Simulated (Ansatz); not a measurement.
Rock-salt HfN, treated with PBE-D3(BJ) (Ansatz, a program for electronic structure, plane waves, PAW).

Settings: plane-wave cutoff 500 eV, 16×16×16 k mesh, Fermi–Dirac smearing 0.05 eV, scalar-relativistic PAW data made under PBE.

Computed at the level's own relaxed cell.

### Question
Give the computed volume per atom and lattice parameter a.

### Answer

- volume per atom: 11.52 Å³/atom
- lattice parameter a: 4.517 Å

Measured, for comparison: equilibrium volume per atom 11.57 Å³/atom, lattice constant a 4.524 Å (room temperature, no zero-point or thermal correction; as tabulated in Seo, Lee, Wen, Petrov, Greene, Gall, J. Appl. Phys. 96, 878 (2004)). Computed (rounded) less measured: equilibrium volume per atom -0.4 %, lattice constant a -0.2 %. A static lattice is as a rule a little smaller and stiffer than an uncorrected measurement, which narrows the difference in the equilibrium volume per atom and would widen misses of the other sign.

Spin–orbit coupling is not included.

Static lattice: no zero-point or thermal effects.

The result took around 19 core-seconds (rough).
